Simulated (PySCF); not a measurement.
Species: C₆H₉ (charge +1).
InChI=1S/C6H9/c1-6-4-2-3-5-6/h2-4,6H,5H2,1H3/q+1/t6-/m0/s1

Computed with PySCF at B3LYP/def2-SVPD, non-relativistic, on one gas-phase PBE0-D3(BJ)/def2-SVP geometry that isn't relaxed in the solvent. The solvent is an IEF-PCM continuum (cavity from Bondi-type radii × 1.2), and excitations are vertical TDDFT with non-equilibrium linear response and a frozen core. Only the electrostatic response of the medium enters.

```json
{"run": "gas", "E − E(gas) (kJ/mol)": "0.00", "HOMO (eV)": "-14.02", "HOMO–LUMO gap (eV)": "5.21", "lowest singlet (eV)": "4.58", "static polarisability (au)": "63.8"}
{"run": "P", "E − E(gas) (kJ/mol)": "-232.75", "HOMO (eV)": "-9.40", "HOMO–LUMO gap (eV)": "5.26", "lowest singlet (eV)": "4.75", "static polarisability (au)": "88.6"}
{"run": "Q", "E − E(gas) (kJ/mol)": "-185.62", "HOMO (eV)": "-10.34", "HOMO–LUMO gap (eV)": "5.25", "lowest singlet (eV)": "4.70", "static polarisability (au)": "80.2"}
```

Task: The runs were made in chloroform and water. Which run belongs to which solvent?

Result: P = water, Q = chloroform. The dielectric constants are 4.711 (chloroform), 78.36 (water), and the energy falls further as ε rises. The optical constants n² used for the excitations are 2.09, 1.78 in the same order. In this model the ground state sees the solvent through ε alone.

Task: How constant is the ratio of the lowering to 1 − 1/ε?

Result: 
```tsv
solvent	1 − 1/ε	E − E(gas) (kJ/mol)	ratio (kJ/mol)	polarisation term (kJ/mol)
chloroform	0.788	-185.62	-235.6	-186.78
water	0.987	-232.75	-235.8	-234.97
```

The ratio changes by +0.1 % in size from chloroform to water. The polarisation term is half the interaction of the solute with the induced surface charges.
